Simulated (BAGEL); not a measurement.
**doublet AlH3O+ at 4 levels**

We compute a comparison of 4 runs (ROHF/6-31G*, ROHF/cc-pVTZ, UHF/cc-pVTZ, FCI/STO-3G) of doublet AlH3O+. 

The results are computed with BAGEL 1.2.2.

5 further runs of the same task are left out: 4 that didn't finish, 1 set aside as unsound or not needed.

## (1) The system as given

AlH3O+ has 5 atoms, charge +1, and is taken as a doublet. As SMILES of the parent species, `[H][Al]([H])[OH]`. The shape comes from GFN2-xTB, which is rough for such elements, and wasn't checked as a minimum. That shape belongs to the parent species and isn't relaxed for this state.

Bond lengths: Al1–O4 1.636 Å, Al1–H2 1.532 Å, Al1–H3 1.531 Å, O4–H5 0.949 Å. Angles: Al1–O4–H5 179.6°, H2–Al1–O4 120.0°, H3–Al1–O4 120.0°, H2–Al1–H3 120.0°.

## (2) The energy at ROHF/6-31G(d) (density fitting with qzvpp-jkfit, spherical functions) (run 1)

The input, job.json:

```json
{ "bagel": [

{
  "title": "molecule",
  "basis": "6-31gs.json",
  "df_basis": "qzvpp-jkfit",
  "angstrom": "true",
  "geometry": [
    { "atom": "Al", "xyz": [       0.271770,       0.451120,      -0.109270 ] },
    { "atom": "H", "xyz": [       1.798980,       0.417230,      -0.221380 ] },
    { "atom": "H", "xyz": [      -0.481020,       1.769010,      -0.311810 ] },
    { "atom": "O", "xyz": [      -0.555450,      -0.920030,       0.226660 ] },
    { "atom": "H", "xyz": [      -1.034280,      -1.717330,       0.415800 ] }
  ]
},

{
  "title": "rohf",
  "charge": 1,
  "nopen": 1
},

{
  "title": "print",
  "file": "orbitals.molden",
  "orbitals": "true"
}

]}
```

The basis set 6-31G* is read from a file made from the Basis Set Exchange's data (not shown).

Launch:

```bash
$ BAGEL_NUM_THREADS=1 BAGEL job.json > job.out
```

Standard output:

```text
* using 1 threads per process

  ===============================================================
  ===============================================================

  *** Geometry ***

  { "atom" : "Al", "xyz" : [      0.513571,      0.852493,     -0.206490 ] },
  { "atom" : "H", "xyz" : [      3.399580,      0.788450,     -0.418348 ] },
  { "atom" : "H", "xyz" : [     -0.908996,      3.342944,     -0.589236 ] },
  { "atom" : "O", "xyz" : [     -1.049648,     -1.738605,      0.428325 ] },
  { "atom" : "H", "xyz" : [     -1.954506,     -3.245283,      0.785748 ] },

  Number of auxiliary basis functions:      259

  Since a DF basis is specified, we compute 2- and 3-index integrals:
    o Being stored without compression. Storage requirement is 0.003 GB

  Number of basis functions:       38
  Number of electrons      :       24

    * METHOD: MOLECULE                             0.06

  *** Open-shell HF ***

  === Nuclear Repulsion ===
    53.3196485550

      * DIIS with orbital gradients will be used.

  === ROHF iteration (6-31gs.json) ===
      0       -317.93397456          0.08333812           0.01
      1       -317.99803156          0.07656953           0.01
      2       -318.05109015          0.05843733           0.01
      3       -318.13755643          0.00207277           0.01
      4       -318.13762131          0.00111222           0.01
      5       -318.13787969          0.00090696           0.01
      6       -318.13813296          0.00059116           0.01
      7       -318.13827073          0.00017115           0.01
      8       -318.13836674          0.00021244           0.01
      9       -318.13834675          0.00002965           0.01
     10       -318.13835987          0.00001625           0.01
     11       -318.13836121          0.00001601           0.01
     12       -318.13836093          0.00001610           0.01
     13       -318.13836061          0.00001654           0.01
     14       -318.13836139          0.00001231           0.01
     15       -318.13835999          0.00000593           0.01
     16       -318.13836012          0.00000231           0.01
     17       -318.13836074          0.00000065           0.01
     18       -318.13836055          0.00000015           0.01
     19       -318.13836056          0.00000007           0.01
     20       -318.13836056          0.00000002           0.01
     21       -318.13836056          0.00000001           0.01
    * SCF iteration converged.

    * S^2 (ROHF) is 0.7500

    * Permanent dipole moment:
           (   -0.602261,    -0.999806,     0.249334) a.u.

    * METHOD: ROHF                                 0.30

    * METHOD: PRINT                                0.00

  ===============================================================
```

Wall time 0.5 s (1 thread of Arm Neoverse V1, shared host).

## (3) A single-point energy at ROHF/cc-pVTZ (density fitting with qzvpp-jkfit) (run 2)

The input, input.json:

```json
{ "bagel": [

{
  "title": "molecule",
  "basis": "cc-pvtz.json",
  "df_basis": "qzvpp-jkfit",
  "angstrom": "true",
  "geometry": [
    { "atom": "Al", "xyz": [    0.271770,    0.451120,   -0.109270 ] },
    { "atom": "H", "xyz": [    1.798980,    0.417230,   -0.221380 ] },
    { "atom": "H", "xyz": [   -0.481020,    1.769010,   -0.311810 ] },
    { "atom": "O", "xyz": [   -0.555450,   -0.920030,    0.226660 ] },
    { "atom": "H", "xyz": [   -1.034280,   -1.717330,    0.415800 ] }
  ]
},
{ "title": "rohf", "charge": 1, "nopen": 1 },
{ "title": "print", "file": "orbitals.molden", "orbitals": "true" }

]}
```

The basis set cc-pVTZ is read from a file made from the Basis Set Exchange's data (not shown).

Launch:

```bash
$ BAGEL_NUM_THREADS=1 BAGEL input.json > input.out
```

Standard output:

```text
* using 1 threads per process

  ===============================================================
  ===============================================================

  *** Geometry ***

  { "atom" : "Al", "xyz" : [      0.513571,      0.852493,     -0.206490 ] },
  { "atom" : "H", "xyz" : [      3.399580,      0.788450,     -0.418348 ] },
  { "atom" : "H", "xyz" : [     -0.908996,      3.342944,     -0.589236 ] },
  { "atom" : "O", "xyz" : [     -1.049648,     -1.738605,      0.428325 ] },
  { "atom" : "H", "xyz" : [     -1.954506,     -3.245283,      0.785748 ] },

  Number of auxiliary basis functions:      259

  Since a DF basis is specified, we compute 2- and 3-index integrals:
    o Being stored without compression. Storage requirement is 0.023 GB

  Number of basis functions:      106
  Number of electrons      :       24

    * METHOD: MOLECULE                             0.09

  *** Open-shell HF ***

  === Nuclear Repulsion ===
    53.3196485550

      * DIIS with orbital gradients will be used.

  === ROHF iteration (cc-pvtz.json) ===
      0       -317.96377474          0.04566375           0.04
      1       -318.01519204          0.04709529           0.05
      2       -318.07891101          0.03501360           0.05
      3       -318.20674243          0.00174082           0.05
      4       -318.20707780          0.00109059           0.05
      5       -318.20772057          0.00084103           0.05
      6       -318.20837388          0.00050787           0.05
      7       -318.20869292          0.00021774           0.05
      8       -318.20884247          0.00016223           0.05
      9       -318.20880921          0.00002088           0.05
     10       -318.20883143          0.00001443           0.05
     11       -318.20882917          0.00001100           0.05
     12       -318.20882985          0.00001104           0.05
     13       -318.20883000          0.00001110           0.05
     14       -318.20883030          0.00001172           0.05
     15       -318.20882962          0.00000914           0.05
     16       -318.20882991          0.00000609           0.05
     17       -318.20882991          0.00000232           0.05
     18       -318.20882971          0.00000083           0.05
     19       -318.20882969          0.00000049           0.05
     20       -318.20882970          0.00000024           0.05
     21       -318.20882970          0.00000016           0.05
     22       -318.20882971          0.00000013           0.05
     23       -318.20882971          0.00000008           0.05
     24       -318.20882972          0.00000004           0.05
     25       -318.20882972          0.00000001           0.05
    * SCF iteration converged.

    * S^2 (ROHF) is 0.7500

    * Permanent dipole moment:
           (   -0.637423,    -1.056989,     0.262937) a.u.

    * METHOD: ROHF                                 1.35

    * METHOD: PRINT                                0.03

  ===============================================================
```

Run time: 1.6 s. Hardware: 1 thread of Arm Neoverse V1, shared host.

Run 3 isn't shown in full; the table further down has it.

## (4) A single-point energy at FCI/STO-3G (density fitting with qzvpp-jkfit) (run 4)

The input, input.json:

```json
{ "bagel" : [

{
  "title" : "molecule",
  "basis" : "sto-3g",
  "df_basis" : "qzvpp-jkfit",
  "angstrom" : true,
  "geometry" : [
    { "atom" : "Al", "xyz" : [    0.271770,    0.451120,   -0.109270 ] },
    { "atom" : "H", "xyz" : [    1.798980,    0.417230,   -0.221380 ] },
    { "atom" : "H", "xyz" : [   -0.481020,    1.769010,   -0.311810 ] },
    { "atom" : "O", "xyz" : [   -0.555450,   -0.920030,    0.226660 ] },
    { "atom" : "H", "xyz" : [   -1.034280,   -1.717330,    0.415800 ] }
  ]
},
{
  "title" : "hf",
  "charge" : 2
},
{
  "title" : "fci",
  "nstate" : 1,
  "charge" : 1,
  "ncore" : 6,
  "nspin" : 1
}

]}
```

Launch:

```bash
$ BAGEL_NUM_THREADS=1 BAGEL input.json > input.out
```

Standard output:

```text
* using 1 threads per process

  ===============================================================
  ===============================================================

  *** Geometry ***

  { "atom" : "Al", "xyz" : [      0.513571,      0.852493,     -0.206490 ] },
  { "atom" : "H", "xyz" : [      3.399580,      0.788450,     -0.418348 ] },
  { "atom" : "H", "xyz" : [     -0.908996,      3.342944,     -0.589236 ] },
  { "atom" : "O", "xyz" : [     -1.049648,     -1.738605,      0.428325 ] },
  { "atom" : "H", "xyz" : [     -1.954506,     -3.245283,      0.785748 ] },

  Number of auxiliary basis functions:      259

  Since a DF basis is specified, we compute 2- and 3-index integrals:
    o Being stored without compression. Storage requirement is 0.001 GB

  Number of basis functions:       17
  Number of electrons      :       24

    * METHOD: MOLECULE                             0.04

  *** RHF ***

  === Nuclear Repulsion ===
    53.3196485550

      * DIIS with orbital gradients will be used.

[... 6 lines left out ...]
    * SCF iteration converged.
[... 1 line left out ...]
    * Permanent dipole moment:
[... 52 lines left out ...]
    ** throwing out 1 trial vectors **
     27  0      -314.45945852     7.84e-07      0.26
    ** throwing out 1 trial vectors **
     28  0      -314.45945849     3.39e-07      0.27
    ** throwing out 1 trial vectors **
     29  0      -314.45945855     1.48e-07      0.26
    ** throwing out 1 trial vectors **
     30  0      -314.45945856     6.78e-08      0.26
    ** throwing out 1 trial vectors **
     31  0      -314.45945856     2.55e-08      0.26
    ** throwing out 1 trial vectors **
     32  0      -314.45945856     1.09e-08      0.27
    ** throwing out 1 trial vectors **
     33  0      -314.45945856     4.05e-09      0.26
    ** throwing out 1 trial vectors **
     34  0      -314.45945856     1.79e-09      0.26
    ** throwing out 1 trial vectors **
     35  0      -314.45945856     8.46e-10      0.27
    ** throwing out 1 trial vectors **
     36  0      -314.45945856     3.74e-10      0.26
    ** throwing out 1 trial vectors **
     37  0      -314.45945856     1.66e-10      0.26
    ** throwing out 1 trial vectors **
     38  0 *    -314.45945856     8.64e-11      0.24

     * ci vector, state   0, <S^2> = 0.7500
       22222a.....     0.8813634524
       2222a2.....    -0.3771145788
       2222ab...a.     0.0730522200
       22a22ab....     0.0574642381
       222ba2.a...    -0.0562073163

    * METHOD: FCI                                 10.30

  ===============================================================
```

It took 11 s on 1 thread of Arm Neoverse V1, shared host; peak memory 0.33 GiB.

## (5) The series

| run | level | start charge | start multiplicity | energy (Eh) | ⟨S²⟩ | wall time |
| --- | --- | --- | --- | --- | --- | --- |
| 1 | ROHF/6-31G* (density fitting with qzvpp-jkfit, spherical functions) | – | – | -318.138361 | 0.750 | 0.5 s |
| 2 | ROHF/cc-pVTZ (density fitting with qzvpp-jkfit) | – | – | -318.208830 | 0.750 | 1.6 s |
| 3 | UHF/cc-pVTZ (density fitting with qzvpp-jkfit) | – | – | -318.224055 | 0.826 | 1.4 s |
| 4 | FCI/STO-3G (density fitting with qzvpp-jkfit) | 2 | 1 | -314.459459 | – | 11 s |

## (6) Results

```
           quantity          value
run 4: total energy  -314.45946 Eh
```

What this shows: In run 4 the basis is minimal, so the values are rough. All runs together took 14 s, the longest 11 s.
